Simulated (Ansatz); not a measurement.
**CH4ClSi: structure from calculated spectroscopic constants**

These gas-phase data were calculated for one isomer of CH4ClSi at B3LYP-D3(BJ)/def2-SVP (harmonic, unscaled wavenumbers; equilibrium rotational constants with average atomic masses):

| Quantity | Value |
| --- | --- |
| rotational constants | 17.54, 3.821, 3.257 GHz |
| all wavenumbers above 1500 cm⁻¹ | 3138, 3118, 3025, 2166 |
| dipole moment | 1.95 D (PBE0/def2-TZVPD) |

Candidates:

(1) `[CH2][SiH2]Cl`, a doublet
(2) `C[SiH]Cl`, a doublet

Which structure fits?

Candidate (2). 1 mode lies between 2000 and 2380 cm⁻¹, one for each Si–H bond, while (1) has 2.

The same quantities for all candidates:

```
     rotational constants (GHz)  wavenumbers above 1500 cm⁻¹  dipole (D)  E above the lowest, B3LYP-D3(BJ)/def2-SVP (kcal/mol)
(1)         16.61, 3.897, 3.355       3233, 3129, 2251, 2246        1.88                                                  12.7
(2)         17.54, 3.821, 3.257       3138, 3118, 3025, 2166        1.95                                                   0.0
```

Each candidate is one conformer. Open shells are spin-unrestricted. Programs: Ansatz 0.2.0.
